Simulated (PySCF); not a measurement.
Computed with PBE-D3(BJ)/def2-TZVP // r2SCAN-D4/def2-TZVP (PySCF 2.14.0). All species are isolated molecules in the gas phase. 

Reference species (SMILES): `[SiH3]Cl` (neutral, multiplicity 1).

The HOMO is -7.65 eV and the HOMO–LUMO gap is 6.68 eV.

Changed species: `[SiH4]` (0 of 4 H replaced by Cl; the reference has 1 of 4 H replaced by Cl).

### Question
Predict the effect on the HOMO and HOMO–LUMO gap.

### Answer
the HOMO drops by 0.86 eV, to -8.51 eV; the HOMO–LUMO gap rises by 2.07 eV, to 8.75 eV.
